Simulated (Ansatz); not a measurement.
Two isomers of C2H5NO2: A = `C=NC(O)O`, B = `NCOC=O`.

Computed with Ansatz on PBE0-D4/def2-TZVP structures; ΔE is electronic, products minus reactants. CCSD(T)/CBS is the MP2 limit (def2-TZVPP, def2-QZVPP) plus CCSD(T) − MP2 in def2-TZVPP, frozen cores. DFT in def2-TZVPP. B3LYP here is the variant with VWN-RPA as its local correlation; programs differ in this. One conformer a species, not always the lowest.

A:

```xyz
10

C     1.6381    0.0874    0.1259
N     0.5331   -0.5114    0.0837
C    -0.6653    0.2774   -0.0763
O    -1.2739   -0.0959   -1.2665
O    -1.4603    0.0906    1.0456
H     2.5540   -0.4894    0.2464
H     1.7334    1.1768    0.0471
H    -0.4818    1.3553   -0.1484
H    -1.1807   -1.0519   -1.3525
H    -1.3965   -0.8389    1.2950
```

B:

Z-matrix (Å, degrees):
```
C
O 1 1.464
N 1 1.406 2 111.1
H 1 1.090 2 107.4 3 121.5
H 1 1.090 2 107.4 3 -121.5
C 2 1.326 1 115.7 3 179.8
H 3 1.010 1 112.7 2 -62.2
H 3 1.010 1 112.7 2 62.2
O 6 1.198 2 125.9 1 -0.0
H 6 1.101 2 109.7 1 180.0
```

(1) Which is lower in electronic energy at CCSD(T)/CBS, and by how much? (An estimate is asked.)

(2) Give E(B) − E(A) in kcal/mol with CCSD/def2-TZVPP, r2SCAN-D4, CCSD(T)/def2-SVP, B2PLYP, BLYP-D4, MP2/def2-TZVPP, B3LYP. (Estimate.)

(3) Does the order hold for the free energy at 298.15 K (harmonic terms from PBE0-D4)? (An estimate is asked.)

Largest T1 diagnostic: 0.015.

Answers

(1) Computed: B, by 15.7 kcal/mol.

(2) Computed: CCSD/def2-TZVPP -16.1, r2SCAN-D4 -19.5, CCSD(T)/def2-SVP -19.1, B2PLYP -18.7, BLYP-D4 -18.9, MP2/def2-TZVPP -17.3, B3LYP -19.0. None reverses the order clearly.

(3) Ansatz gave: Yes: G(B) − G(A) = -14.9 kcal/mol, for one conformer each. Modes under 60 cm⁻¹, often nearly free rotors, make the harmonic entropy too high.

In def2-TZVPP, CCSD(T) changes the Hartree–Fock value by +3.0 kcal/mol (the triples alone add +0.0 kcal/mol) and MP2 by +1.8 kcal/mol. Leaving LDA and LC-ωPBE aside and taking each functional with its dispersion term where it has one, the values, not all of them listed here, spread over 1.9 kcal/mol, from r2SCAN-D4 to ωB97M-V. LDA lies +1.0 kcal/mol from PBE without D4.
